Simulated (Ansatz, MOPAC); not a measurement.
Molecule: C₃H₇ (charge 0, doublet). SMILES: [CH2]CC

Atoms: C1, C2, C3, H4, H5, H6, H7, H8, H9, H10. Bonds: C1-C2, C1-C3, C1-H4, C1-H5, C2-H7, C2-H8, C3-H6, C3-H9, C3-H10.

Bond lengths (Å) and angles (degrees) optimised at PM6 with MOPAC; HF/6-31G* with Ansatz (a program for electronic structure); B3LYP/LANL2DZ with Ansatz, each started from the B3LYP-D3(BJ)/def2-TZVP structure (Ansatz) of the last column. A row stands for all coordinates that are equal there; 11 of 18 kinds are shown. 6-31G* holds six Cartesian d functions. No wavenumbers were computed at PM6, B3LYP/LANL2DZ, so these may be saddle points.

| coordinate | PM6 | HF/6-31G* | B3LYP/LANL2DZ | B3LYP-D3(BJ)/def2-TZVP |
|---|---|---|---|---|
| C1-C2 | 1.475 | 1.501 | 1.506 | 1.486 |
| C1-C3 | 1.533 | 1.537 | 1.560 | 1.543 |
| C1-H4 | 1.111 | 1.087 | 1.100 | 1.094 |
| C2-H7 | 1.067 | 1.076 | 1.089 | 1.082 |
| C3-H6 | 1.095 | 1.086 | 1.099 | 1.092 |
| C3-H9 | 1.096 | 1.086 | 1.097 | 1.091 |
| C2-C1-C3 | 110.6 | 113.1 | 113.0 | 113.1 |
| C2-C1-H4 | 110.7 | 109.5 | 109.9 | 110.0 |
| C3-C1-H4 | 109.5 | 108.9 | 108.3 | 108.3 |
| C3-C1-H5 | 109.5 | 108.9 | 108.4 | 108.5 |
| C1-C2-H7 | 121.0 | 120.3 | 121.0 | 121.0 |

Mean signed difference of all 9 bond lengths from B3LYP-D3(BJ)/def2-TZVP: PM6 -0.001 Å, HF/6-31G* -0.004 Å, B3LYP/LANL2DZ 0.009 Å.
